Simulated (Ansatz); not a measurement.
Z-matrix (Å, degrees):
```
C
C 1 1.521
H 1 1.095 2 110.0
H 1 1.091 2 111.0 3 120.1
H 1 1.093 2 111.2 3 -119.4
C 2 1.524 1 110.4 3 -62.0
C 2 1.521 1 110.7 3 60.5
S 2 1.836 1 110.1 3 -177.5
H 6 1.092 2 111.2 1 -179.2
H 6 1.092 2 111.2 1 -58.2
H 6 1.093 2 109.5 1 61.3
H 7 1.095 2 110.0 1 -60.5
H 7 1.091 2 111.0 1 179.3
H 7 1.093 2 111.2 1 58.9
H 8 1.343 2 96.7 1 -61.2
```

Charge 0, multiplicity 1.

(1) List the ωB97M-V/def2-TZVPP orbital energies in eV (Ansatz 0.2.0). (Best estimate.)

Results:

(1) Ansatz gave: Occupied: -2426.46, -282.67, -281.32, -281.26, -281.26, -220.43, -163.56, -163.47, -163.33, -26.23, -22.44, -22.22, -22.16, -17.87, -15.64, -15.13, -15.13, -13.83, -13.60, -12.81, -12.59, -12.02, -11.89, -10.94, -8.96. Lowest empty: 2.11, 3.02, 3.57, 3.96, 4.05, 4.23, 4.44, 4.74.
